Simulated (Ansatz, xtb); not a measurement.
**Ranking isomers of H5PSSi**

4 gas-phase structures of H5PSSi, found in a search over its isomers (lower ones may exist). Each was relaxed with GFN2-xTB; where two conformers were screened, the lower at r2SCAN-D4/def2-SVP//GFN2-xTB is listed:

A. `[SiH3]PS`, a singlet
B. `P[SiH2]S`, a singlet
C. `[SiH3]SP`, a singlet
D. `[SiH3][PH2+][S-]`, a singlet

Question: Which do you expect lowest at r2SCAN-D4/def2-SVP//GFN2-xTB, and how would the others follow?

Answer: Calculated order at r2SCAN-D4/def2-SVP//GFN2-xTB: B (0.000), C (0.271), A (0.569), D (0.942) eV.

Energies above the lowest of each column, in eV; the last columns are at r2SCAN-D4/def2-SVP geometries and were run for some of them only (a dash: not run or not comparable):

```csv
structure,GFN2-xTB,HF/STO-3G,r2SCAN-D4/def2-SVP//GFN2-xTB,r2SCAN-D4/def2-SVP,CCSD(T)/def2-TZVP
B,0.505,0.000,0.000,0.000,0.000
C,0.000,0.171,0.271,0.277,0.155
A,0.460,0.418,0.569,0.598,0.565
D,0.483,2.714,0.942,–,–
```

CCSD(T)/def2-TZVP puts B lowest of those it was run on; GFN2-xTB picks C. Flexible structures stand in one conformer each, not always the lowest. Frequencies (r2SCAN-D4/def2-SVP) were run for A, B, C alone.

Over these structures GFN2-xTB departs from r2SCAN-D4/def2-SVP//GFN2-xTB by 0.295 eV on average once a common shift is removed. A GFN2-xTB relaxation took about 0.066 s and the r2SCAN-D4/def2-SVP//GFN2-xTB energy about 1.1 s on a shared host (Ansatz 0.2.0, xtb 6.7.1).
